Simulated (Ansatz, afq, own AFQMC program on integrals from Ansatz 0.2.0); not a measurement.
Two steps: Ansatz 0.2.0 writes the Fock matrix and Cholesky factors of the valence space, and afq projects on them the lowest state that overlaps trial and start.

```yaml
crystal:
  periodic: [false, false, false]
  atoms:
    - {symbol: Ni, position_ang: [0.000000, 0.000000, 0.000000]}
basis:
  gaussian: {orbitals: def2-SVP}
magnetization: {spin_polarized: true, initial_magnetization: 4}
correlation: {method: ccsd_t, electrons: outside_noble_gas, hamiltonian_folder: ham}
```

```sh
$ ansatz run in.yaml --threads 1 --pin off --events-out ev --progress --plain --max-ram 1382MiB
```

Options of the walk:

```
--method phaseless --trial cisd --walkers 100 --populations 1 --least-time 40 --time-step 0.005 --steps-per-block 50 --equilibration-blocks 40 --max-blocks 300 --target-error 0.00038 --factor-cut 1e-05 --start spin_pure --seed 7506 --release-times 0.24,0.5,1,1.5 --release-step 0.02 --release-every 4 --taylor-order 6
```

Times are imaginary, in 1/Eh. The walk had a cap of 505 s.

Output of the walk:

```
orbitals 22  electrons 7 3  factors 180 of 237
reference energy -1506.51339441 Eh
CCSD correlation -0.16938880 Eh in 22 cycles, weight of the determinant in the CISD state 0.9239
energy of the start -1506.682783 Eh
 block  time / (1/Eh)  mean weight  energy / Eh
     1     0.250  0.9965  -1506.684460
     2     0.500  1.0014  -1506.685984
     3     0.750  0.9992  -1506.686291
     4     1.000  0.9991  -1506.690327
     5     1.250  0.9979  -1506.687378
     8     2.000  0.9994  -1506.688896
    17     4.250  1.0007  -1506.690969
    41    10.250  1.0004  -1506.689480
    65    16.250  1.0013  -1506.683453
    89    22.250  1.0009  -1506.692235
   113    28.250  0.9966  -1506.694457
   137    34.250  0.9968  -1506.693923
   161    40.250  1.0020  -1506.695303
   185    46.250  0.9971  -1506.693519
   209    52.250  0.9988  -1506.696709
   233    58.250  1.0016  -1506.689946
   257    64.250  1.0010  -1506.694292
   281    70.250  0.9982  -1506.697110
   305    76.250  1.0029  -1506.687226
   329    82.250  1.0014  -1506.692472
   337    84.250  0.9954  -1506.701941
blocks merged  error / Eh  count
     1  0.000268  300
     2  0.000298  150
     4  0.000342  75
     8  0.000343  37
    16  0.000396  18
    32  0.000527  9
released: time / (1/Eh)  energy / Eh  error  mean overlap
  0.24  -1506.691997  0.000474  1.0012
  0.50  -1506.692438  0.000608  1.0016
  1.00  -1506.692104  0.000676  0.9972
  1.50  -1506.692648  0.000878  0.9983
energy -1506.691522 +/- 0.000396 Eh
(rows thinned)
```

The run passed its tests (sampling time, drift between the halves within three errors, error under three times the target), which doesn't prove that it has relaxed.

Against this walk (error 10.8 meV) on the same determinant: CCSD(T) 52.7 meV higher, CCSDT(Q) 59.6 meV lower. The error is statistical and leaves out the bias of the constraint. None of these is a sure reference here. Released to 1.00 1/Eh the energy moves by -16 ± 21 meV (both errors), within twice the noise.

Cautions: constraint bias not in the error; no relativity below Rb; outer-core shells of the metal frozen; another spin lies lower; the search met a lower determinant of the same kind, perhaps of another symmetry (250 meV lower), and this one is a saddle point.

The walk took 5.5 min on 1 thread of Intel(R) Xeon(R) Platinum 8375C CPU @ 2.90GHz (Ice Lake), with other jobs on the host. The log's last line is the phaseless energy.

CCSDT and higher add their correlation energy to the determinant of the CCSD(T) run, since their own runs factorise the integrals more tightly (a shift of under 2 meV). A walk keeps the symmetry of its determinant, which the program's search chose and which needn't be the lowest solution, so a lower state of the same spin and another symmetry isn't excluded.
